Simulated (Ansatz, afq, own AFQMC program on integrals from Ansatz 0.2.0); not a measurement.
Two steps: Ansatz 0.2.0 writes the Fock matrix and Cholesky factors of the valence space, and afq projects on them the lowest state that overlaps trial and start.

```yaml
crystal:
  periodic: [false, false, false]
  atoms:
    - {symbol: N, position_ang: [0.443996, -2.221269, -2.552967]}
    - {symbol: Ge, position_ang: [0.067937, -2.235208, -0.752399]}
    - {symbol: C, position_ang: [-0.304830, -0.482415, 0.027609]}
    - {symbol: C, position_ang: [0.467532, 0.090393, 0.967817]}
    - {symbol: Si, position_ang: [0.104945, 1.761890, 1.705723]}
    - {symbol: N, position_ang: [-0.878777, 2.650657, 0.622692]}
    - {symbol: F, position_ang: [1.560521, 2.449263, 1.997473]}
    - {symbol: H, position_ang: [-0.358271, -2.036972, -3.149668]}
    - {symbol: H, position_ang: [1.197375, -1.594674, -2.824828]}
    - {symbol: H, position_ang: [-1.162155, -3.150429, -0.597330]}
    - {symbol: H, position_ang: [1.300001, -2.800942, -0.021294]}
    - {symbol: H, position_ang: [-1.187622, 0.070739, -0.326066]}
    - {symbol: H, position_ang: [1.351931, -0.455018, 1.330723]}
    - {symbol: H, position_ang: [-0.587176, 1.734703, 3.022331]}
    - {symbol: H, position_ang: [-1.421696, 3.442826, 0.946059]}
    - {symbol: H, position_ang: [-0.616611, 2.753957, -0.351375]}
basis:
  gaussian: {orbitals: def2-SVP}
magnetization: {spin_polarized: false}
correlation: {method: ccsd_t, electrons: outside_noble_gas, hamiltonian_folder: ham}
```

```sh
$ ansatz run in.yaml --threads 2 --pin off --events-out ev --progress --plain --max-ram 34560MiB --backend cuda --devices 0, --max-vram 37GiB
```

Options of the walk:

```
--method phaseless --trial cisd --walkers 700 --populations 10 --least-time 60 --time-step 0.005 --steps-per-block 50 --equilibration-blocks 28 --max-blocks 4000 --target-error 0.00039 --factor-cut 1e-05 --seed 5747 --release-times 0.21,0.42,0.63,0.9 --release-step 0.03 --release-every 5 --taylor-order 6
```

Times are imaginary, in 1/Eh. The walk had a cap of 365 s. With eight or more populations the least sampling time is a fifth of least-time, and the error comes from their spread. Filled inner d shells are frozen with the cores.

afq prints:

```
orbitals 141  electrons 21 21  factors 1230 of 1652
reference energy -2653.12396652 Eh
CCSD correlation -1.04746745 Eh in 13 cycles, weight of the determinant in the CISD state 0.7157
energy of the start -2654.171426 Eh
 block  time / (1/Eh)  mean weight  energy / Eh
     1     0.250  0.9991  -2654.110536
     2     0.500  0.9993  -2654.137559
     3     0.750  0.9990  -2654.160665
     4     1.000  0.9993  -2654.176059
     5     1.250  0.9975  -2654.189549
    10     2.500  0.9999  -2654.202192
    43    10.750  1.0011  -2654.195613
    78    19.500  0.9979  -2654.193490
    92    23.000  1.0000  -2654.215565
   113    28.250  1.0001  -2654.197555
   148    37.000  0.9989  -2654.213966
   183    45.750  0.9989  -2654.213166
   218    54.500  1.0006  -2654.198366
   253    63.250  1.0010  -2654.197044
   267    66.750  1.0010  -2654.185293
   288    72.000  0.9992  -2654.199715
   309    77.250  0.9996  -2654.202237
error from the spread of 10 populations
released: time / (1/Eh)  energy / Eh  error  mean overlap
  0.21  -2654.203420  0.000428  0.9968
  0.42  -2654.203720  0.000842  0.9985
  0.63  -2654.202786  0.001049  0.9993
  0.90  -2654.203086  0.001477  1.0044
energy -2654.204161 +/- 0.000750 Eh
(rows thinned)
```

The run passed its tests (sampling time, drift between the halves within three errors, error under three times the target), which doesn't prove that it has relaxed, ending at its cap on processor time.

Against this walk (error 20.4 meV) on the same determinant: CCSD(T) 86.6 meV higher. The error is statistical and leaves out the bias of the constraint. None of these is a sure reference here. Released to 0.90 1/Eh the energy moves by 29 ± 45 meV (both errors), within twice the noise.

Cautions: constraint bias not in the error; error above the target (20.4 against 10.6 meV); no relativity below Rb; no spin-orbit coupling; inner d shell frozen.

The walk took 6.1 min on 1 × NVIDIA H100 80GB HBM3 with 4 threads of AMD EPYC 7R13 Processor (Zen 3) (shared host) (the card was shared). The log's last line is the phaseless energy.
